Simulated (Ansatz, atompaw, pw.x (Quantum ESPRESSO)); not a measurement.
# What a changed setting does to a pw.x run (bcc Al)

Potential: PAW, atompaw 4.2.0.5, LDA (PW92); core [Ne], reference 3s2 3p1; waves: 3s (bound): rc 2.70 bohr; 3s channel at 1.2 Ry: rc 2.70 bohr; 3p (bound): rc 2.70 bohr; 3p channel at 1.3 Ry: rc 2.70 bohr; local part: bessel scheme, radius 1.80 bohr; core correction: smooth core density matched at 2.70 bohr; augmentation: besselshape compensation charge, radius 2.50 bohr; PAW radius 2.70 bohr; waves and projectors: modrrkj vanderbiltortho.

The reference run (k-mesh 14³, cutoffs 40/400 Ry, Fermi–Dirac 0.01 Ry, mixing_beta 0.4, conv_thr 1e-9, no spin) gives -0.16 GPa at 16.222 Å³/atom, where all-electron LAPW gives 0.10 GPa. This run, with its own iteration cap, changes diagonalization to rmm-davidson.

```
&control
  calculation='scf', prefix='x', pseudo_dir='./', outdir='./tmp', tstress=.true., disk_io='none'
/
&system
  ibrav=0, nat=1, ntyp=1, ecutwfc=40, ecutrho=400, nbnd=8,
  occupations='smearing', smearing='fd', degauss=0.01
/
&electrons
  conv_thr=1e-09, mixing_beta=0.4, electron_maxstep=70, diagonalization='rmm-davidson'
/
ATOMIC_SPECIES
Al 1.0 Al.UPF
CELL_PARAMETERS angstrom
  -1.59470909 1.59470909 1.59470909
  1.59470909 -1.59470909 1.59470909
  1.59470909 1.59470909 -1.59470909
ATOMIC_POSITIONS crystal
Al 0.0000 0.0000 0.0000
K_POINTS automatic
14 14 14 0 0 0
```

```bash
pw.x < Al.scf.in > Al.scf.out
```

Question: How does the run end?

Answer: It converges in 13 iterations; the free energy moves by +0.0 meV/atom and the pressure by -0.01 GPa. The result is that of the reference run.

```
Message from routine setup:
     using ibrav=0 with symmetry is DISCOURAGED, use correct ibrav instead
     lattice parameter (alat)  =       5.2196  a.u.
     unit-cell volume          =     109.4715 (a.u.)^3
     number of electrons       =         3.00
     number of Kohn-Sham states=            8
     kinetic-energy cutoff     =      40.0000  Ry
     charge density cutoff     =     400.0000  Ry
     scf convergence threshold =      1.0E-09
     Exchange-correlation= SLA PW NOGX NOGC
     number of k points=   104  Fermi-Dirac smearing, width (Ry)=  0.0100
     iteration #  1     ecut=    40.00 Ry     beta= 0.40
     negative rho (up, down):  7.191E-04 0.000E+00
     total energy              =     -64.52849686 Ry
     estimated scf accuracy    <       2.46322378 Ry
     iteration #  2     ecut=    40.00 Ry     beta= 0.40
     negative rho (up, down):  3.014E-03 0.000E+00
     total energy              =     -64.00512854 Ry
     estimated scf accuracy    <       0.87259241 Ry
     iteration #  3     ecut=    40.00 Ry     beta= 0.40
     negative rho (up, down):  3.384E-03 0.000E+00
     total energy              =     -64.01333414 Ry
     estimated scf accuracy    <       0.00019133 Ry
     iteration #  4     ecut=    40.00 Ry     beta= 0.40
     negative rho (up, down):  4.234E-03 0.000E+00
     total energy              =     -64.01406698 Ry
     estimated scf accuracy    <       0.00008846 Ry
     iteration #  5     ecut=    40.00 Ry     beta= 0.40
     c_bands:  1 eigenvalues not converged
     c_bands:  1 eigenvalues not converged
     c_bands:  1 eigenvalues not converged
     negative rho (up, down):  5.469E-03 0.000E+00
     total energy              =     -64.01403848 Ry
     estimated scf accuracy    <       0.00000976 Ry
     iteration #  6     ecut=    40.00 Ry     beta= 0.40
     negative rho (up, down):  4.545E-03 0.000E+00
     total energy              =     -64.01407805 Ry
     estimated scf accuracy    <       0.00001644 Ry
     iteration #  7     ecut=    40.00 Ry     beta= 0.40
     negative rho (up, down):  4.537E-03 0.000E+00
     total energy              =     -64.01407917 Ry
     estimated scf accuracy    <       0.00000007 Ry
     iteration #  8     ecut=    40.00 Ry     beta= 0.40
     negative rho (up, down):  4.537E-03 0.000E+00
     total energy              =     -64.01407920 Ry
     estimated scf accuracy    <       0.00000009 Ry
     iteration #  9     ecut=    40.00 Ry     beta= 0.40
     negative rho (up, down):  4.597E-03 0.000E+00
     total energy              =     -64.01407934 Ry
     estimated scf accuracy    <       0.00000010 Ry
     iteration # 10     ecut=    40.00 Ry     beta= 0.40
     negative rho (up, down):  4.590E-03 0.000E+00
     total energy              =     -64.01407935 Ry
     estimated scf accuracy    <          2.5E-09 Ry
     iteration # 11     ecut=    40.00 Ry     beta= 0.40
     negative rho (up, down):  4.596E-03 0.000E+00
     total energy              =     -64.01407935 Ry
     estimated scf accuracy    <          2.3E-09 Ry
     iteration # 12     ecut=    40.00 Ry     beta= 0.40
     negative rho (up, down):  4.586E-03 0.000E+00
     total energy              =     -64.01407935 Ry
     estimated scf accuracy    <          6.2E-09 Ry
     iteration # 13     ecut=    40.00 Ry     beta= 0.40
     negative rho (up, down):  4.585E-03 0.000E+00
     the Fermi energy is  -105.5010 ev
!    total energy              =     -64.01407935 Ry
     estimated scf accuracy    <          6.1E-10 Ry
     smearing contrib. (-TS)   =      -0.04155491 Ry
     The total energy is F=E-TS. E is the sum of the following terms:
     one-electron contribution =     -22.73134026 Ry
     hartree contribution      =       2.50315830 Ry
     xc contribution           =      -2.95482962 Ry
     ewald contribution        =      -5.43428101 Ry
     one-center paw contrib.   =     -35.35523186 Ry
     convergence has been achieved in  13 iterations
     negative rho (up, down):  4.585E-03 0.000E+00
          total   stress  (Ry/bohr**3)                   (kbar)     P=       -1.69
     Message from routine punch:
     Nothing written, as per user request (disk_io='none')
```

The run took about 11 s on one core of a shared host (Intel(R) Xeon(R) Platinum 8259CL CPU @ 2.50GHz, 96 threads, 755 GiB, load 47).
